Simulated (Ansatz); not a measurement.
System: C2H5Cl, charge 0, multiplicity 1. 
Structure (B3LYP-D3(BJ)/def2-TZVP (Ansatz, a quantum-chemistry and plane-wave program) minimum search):
SMILES: CCCl
```xyz
8

C      0.0132     0.8176    -0.0128
C      1.5157     0.6457    -0.0186
Cl    -0.8344    -0.7820     0.0168
H     -0.3333     1.3555     0.8664
H     -0.3433     1.3280    -0.9043
H      1.9943     1.6284    -0.0365
H      1.8521     0.1152     0.8721
H      1.8422     0.0878    -0.8961
```
Charge 0, spin multiplicity 1.

Wanted: vertical triplet-singlet gap (E(triplet) - E(singlet); each state is the SCF solution reached for its spin), in kcal/mol. Cores are frozen in the correlated levels unless marked. Open shells are spin-unrestricted. No spin-orbit coupling. No relativistic terms. 

| level | program | vertical triplet-singlet gap (kcal/mol) |
|---|---|---|
| HF/aug-cc-pV(D+d)Z | Ansatz | 149.8 |
| r2SCAN/def2-TZVPD | Ansatz | 146.4 |
| B3LYP/def2-TZVPD | Ansatz | 148.5 |
| PBE0/def2-TZVPD | Ansatz | 148.6 |
| BHLYP/def2-TZVPD | Ansatz | 151.9 |
| CAM-B3LYP/def2-TZVPD | Ansatz | 151.3 |
| B2PLYP/def2-TZVPD | Ansatz | 152.4 |
| MP2/aug-cc-pV(D+d)Z | Ansatz | 160.2 |
| CCSD/aug-cc-pV(D+d)Z | Ansatz | 156.2 |
